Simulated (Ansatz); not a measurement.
## O–C–PH, singlet: the ladder up to RCCSDT(Q)

Geometry: displaced at random from a stationary point.

```xyz
4

O     0.0787    0.0310    1.7296
C    -0.0862    0.0542    0.5927
P    -0.0096   -0.0790   -1.0885
H     0.0735    1.2899   -1.0693
```

Basis cc-pVDZ; Ansatz 0.2.0. Correlated methods freeze the noble-gas cores, which leaves 16 electrons in 44 orbitals. R marks a restricted (for open shells ROHF) determinant.

Full CI isn't at hand for all of this; RCCSDT(Q) serves as the reference, and is uncertain by the last step of the cluster series or more.

The UHF ⟨S²⟩ is 0.000 and the T1 diagnostic (RCCSD) is 0.0200. The largest doubles amplitude (RCCSD) is 0.088.

Task: From what is known of these methods and the diagnostics, rank them by the size of their error in total energy against RCCSDT(Q) in cc-pVDZ, smallest first (an estimate: the text doesn't fix the numbers).
A. BCCD(T)
B. RHF
C. RCCSDT
D. RMP2
E. RCCSD

Result: C (1.25 kcal/mol), A (1.63 kcal/mol), E (13.94 kcal/mol), D (23.46 kcal/mol), B (289.16 kcal/mol).

All errors are against RCCSDT(Q) in cc-pVDZ. Within each family the higher level lies nearer, as is usual though not guaranteed.
